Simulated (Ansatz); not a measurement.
A made-up structure of CH5BN (charge -1), closed shell:

```tsv
atom	x (Å)	y (Å)	z (Å)
B1	0.3245	-0.7450	0.6776
N2	0.3924	0.6238	0.2878
C3	-0.3222	1.0586	-0.7840
H4	-0.9408	0.4151	-1.3558
H5	-0.2935	2.0700	-1.1000
H6	-0.0493	-0.8693	1.7580
H7	1.3577	-1.2500	0.6660
H8	-0.3607	-1.3948	0.0213
```

It is relaxed with PBE-D4/def2-SVPD and then PBE0-D4/def2-TZVPD (Ansatz 0.2.0). Atoms count as bonded within 1.22 times the sum of their covalent radii (H–H: 0.88 Å). The end point is not checked to be a true minimum.

**Question.** Does its bonding change? (Judge from chemistry; the calculation decides.)

**Answer.** The calculation gives: No: no bond forms or breaks.

Where it ends: The first stage lowers the energy by 0.88 eV in 6 steps. It ends as CH₅BN ([BH3][N][CH2]), total charge -1:
```
8
angstrom
B 0.3179 -0.7901 0.6849
N 0.3608 0.6771 0.2288
C -0.3013 1.0687 -0.7606
H -0.9497 0.3953 -1.3610
H -0.2754 2.1213 -1.0943
H -0.0774 -0.8339 1.8561
H 1.4652 -1.2514 0.6582
H -0.4321 -1.4784 -0.0412
```

Labels in which every atom is bracketed show which atoms are joined, not bond orders.

For scale, one of the runs: PBE0-D4/def2-TZVPD relaxation, 156 basis functions, launched by `ansatz run in.yaml --threads 2 --pin off --events-out ev --progress --plain --max-ram 4352MiB`. The run took about 21 s on 2 CPU threads of an Arm Neoverse V2 (shared host).
